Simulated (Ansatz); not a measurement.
C3H4FN can be A, `C=CC(=N)F`, or B, `N=C=CCF`.

Calculated with Ansatz (gas phase, PBE0-D4/def2-TZVP geometries, no zero-point term in ΔE). CCSD(T)/CBS adds triple-zeta CCSD(T) − MP2 to the extrapolated MP2 energy (def2 sets, frozen cores). DFT in def2-TZVPP. B3LYP here is the variant with VWN-RPA as its local correlation; programs differ in this. One conformer a species, not always the lowest.

Q: Which is lower in electronic energy at CCSD(T)/CBS, and by how much? (An estimate is asked.)

A: Computed: A, by 88.7 kJ/mol.

Q: Give E(B) − E(A) in kJ/mol with B3LYP-D4, B3LYP, ωB97M-V, r2SCAN-D4, PBE-D4, MP2/def2-TZVPP, BLYP-D4. (An estimate is asked.)

A: Computed: B3LYP-D4 80.4, B3LYP 79.1, ωB97M-V 83.1, r2SCAN-D4 82.4, PBE-D4 77.9, MP2/def2-TZVPP 86.4, BLYP-D4 78.7. None reverses the order clearly.

Q: Does the order hold for the free energy at 298.15 K (harmonic terms from PBE0-D4)? (Best estimate.)

A: The calculation gave: Yes: G(B) − G(A) = +82.8 kJ/mol, for one conformer each.

Largest T1 diagnostic: 0.013.

Leaving LDA and LC-ωPBE aside and taking each functional with its dispersion term where it has one, the values, not all of them listed here, spread over 6.4 kJ/mol, from PBE-D4 to B97M-V. LDA lies +3.3 kJ/mol from PBE without D4. From BLYP to BHLYP (50 % exact exchange), in def2-TZVPP and without D4, E(B) − E(A) moves by +6.6 kJ/mol.
